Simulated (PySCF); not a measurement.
C₅H₅Cl.
Geometry (PBE0-D3(BJ)/def2-SVP, Å), atoms numbered from 1 in this order:
```xyz
11
C5H5Cl angstrom
C      2.5843   -0.1575    0.3012
C      1.4711   -0.1358    1.0484
C      0.1477   -0.0615    0.5336
C     -0.9974    0.0007    0.1308
C     -2.3488    0.0754   -0.3788
Cl    -3.5863    0.0772    0.9237
H      2.5367   -0.1169   -0.7898
H      3.5699   -0.2165    0.7682
H      1.5533   -0.1781    2.1414
H     -2.5727   -0.7825   -1.0300
H     -2.4994    0.9955   -0.9626
```

Level: B3LYP/def2-SVPD in PySCF, non-relativistic, on one gas-phase PBE0-D3(BJ)/def2-SVP geometry that isn't relaxed in the solvent. The solvent is an IEF-PCM continuum (Bondi radii, 1.10 Å for H, scaled by 1.2), and excitations are vertical TDDFT with non-equilibrium linear response and a frozen core. Only the electrostatic response of the medium enters.

Gas-phase singlets (H = HOMO, L = LUMO):

```csv
state,E (eV),λ (nm),f,leading configurations
S1,5.067,245,0.000,H→L+1 91%
S2,5.211,238,0.000,H-1→L 92%
S3,5.358,231,0.220,"H→L 79%, H-1→L+1 13%"
S4,6.257,198,0.000,H→L+2 96%
S5,6.469,192,0.286,"H-1→L+1 49%, H-2→L 27%"
```

Question: Give the list for tetrahydrofuran (ε = 7.426), n² = 1.97.

Answer: 
```json
{"state": "S1", "E (eV)": "5.037", "λ (nm)": "246", "f": "0.001", "leading configurations": "H→L+1 95%", "change by rank (eV)": "-0.030"}
{"state": "S2", "E (eV)": "5.305", "λ (nm)": "234", "f": "0.317", "leading configurations": "H→L 81%, H-1→L+1 9%", "change by rank (eV)": "+0.094"}
{"state": "S3", "E (eV)": "5.309", "λ (nm)": "234", "f": "0.014", "leading configurations": "H-1→L 93%", "change by rank (eV)": "-0.049"}
{"state": "S4", "E (eV)": "6.289", "λ (nm)": "197", "f": "0.000", "leading configurations": "H→L+2 97%", "change by rank (eV)": "+0.032"}
{"state": "S5", "E (eV)": "6.452", "λ (nm)": "192", "f": "0.684", "leading configurations": "H-1→L+1 77%, H→L 8%", "change by rank (eV)": "-0.017"}
```

Question: What are the lowest 5 singlets in acetone (ε = 20.49)?

Answer: 
```json
{"state": "S1", "E (eV)": "5.035", "λ (nm)": "246", "f": "0.000", "leading configurations": "H→L+1 96%", "change by rank (eV)": "-0.032"}
{"state": "S2", "E (eV)": "5.322", "λ (nm)": "233", "f": "0.283", "leading configurations": "H→L 74%, H-1→L 12%", "change by rank (eV)": "+0.111"}
{"state": "S3", "E (eV)": "5.324", "λ (nm)": "233", "f": "0.039", "leading configurations": "H-1→L 86%, H→L 10%", "change by rank (eV)": "-0.034"}
{"state": "S4", "E (eV)": "6.296", "λ (nm)": "197", "f": "0.000", "leading configurations": "H→L+2 97%", "change by rank (eV)": "+0.039"}
{"state": "S5", "E (eV)": "6.470", "λ (nm)": "192", "f": "0.685", "leading configurations": "H-1→L+1 77%, H→L 9%", "change by rank (eV)": "+0.001"}
```

Question: The ground-state energy changes by -0.176 eV from gas to acetone. By how much does the total energy of gas-phase S1 change?

Answer: E(S1) = E(S0) + excitation energy, so it changes by -0.176 − 0.032 = -0.208 eV: it is lowered more than the ground state, which is what a red shift means. This is the vertical state, with the slow part of the continuum still set for S0.

Question: How do the frontier levels move from gas to acetone?

Answer: 
| orbital | gas (eV) | solvent (eV) | change (eV) |
| --- | --- | --- | --- |
| LUMO+2 | 0.21 | 0.34 | +0.13 |
| LUMO+1 | -0.69 | -0.69 | 0.00 |
| LUMO | -1.32 | -1.21 | +0.11 |
| HOMO | -6.95 | -6.89 | +0.06 |
| HOMO-1 | -7.83 | -7.85 | -0.02 |
| HOMO-2 | -8.46 | -8.58 | -0.12 |
| HOMO-3 | -8.64 | -8.79 | -0.15 |

The HOMO–LUMO gap goes from 5.63 to 5.68 eV.
